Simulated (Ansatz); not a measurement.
Gas-phase reaction in SMILES: ClB(Cl)Cl + 3 [H][H] (H2) → B (BH3) + 3 Cl (HCl)

Quantity: energy of full hydrogenation (electronic), in kcal/mol. Conventions: LANL2DZ with its own core potentials from Na on; non-relativistic; 6-311+G** with 5d, 6d on Na to Ar in Ansatz (a quantum-chemistry and plane-wave program); dispersion terms only where a functional's name holds one; frozen cores in correlated levels; six Cartesian d functions in 6-31G* and its kin unless marked 5d; no spin-orbit coupling. CBS marks a two-point X^-3 extrapolation of the correlation energy; Hartree-Fock from the larger set. First-principles rows: single points at B3LYP-D3(BJ) geometries (Ansatz).

Coupled cluster (Ansatz) is a level with limits of its own, used here on species with T1 under 0.025 (0.045 for open shells) and stable references: CCSD(T)/CBS(cc-pV(T+d)Z,cc-pV(Q+d)Z).

Value to compare with, CCSD(T)/CBS(cc-pV(T+d)Z,cc-pV(Q+d)Z) (Ansatz): 49.2 kcal/mol.

```tsv
level	program	energy of full hydrogenation (electronic) (kcal/mol)	difference
PBE/def2-SVP	Ansatz	61.9	12.7
PBE/6-311+G**	Ansatz	53.6	4.4
B3LYP/LANL2DZ	Ansatz	49.8	0.6
B3LYP/6-31G*	Ansatz	55.9	6.7
B3LYP/6-31+G*	Ansatz	52.9	3.7
PBE0/6-31G*	Ansatz	58.9	9.7
MP2/STO-3G	Ansatz	83.0	33.8
MP2/3-21G	Ansatz	56.1	6.9
MP2/LANL2DZ	Ansatz	53.2	4.0
r2SCAN-D4/def2-TZVPD	Ansatz + dftd4	55.6	6.4
PBE0/def2-TZVPD	Ansatz	49.0	-0.2
wB97M-V/def2-TZVPD	Ansatz	49.6	0.4
```

Among the 9 habitual levels, MP2/STO-3G lies farthest from CCSD(T)/CBS(cc-pV(T+d)Z,cc-pV(Q+d)Z) (Ansatz) (33.8 kcal/mol) and B3LYP/LANL2DZ nearest (0.6); 9 of 9 lie above it, and their mean absolute difference is 9.2 kcal/mol, the median 6.7. One case shows no general order.

The levels are drawn from those run, B3LYP/6-31G* more often than the rest, none by its result; left out are runs that failed, that the program found above a lower state of the same kind, or whose <S^2> lies over 0.5 above the pure value.
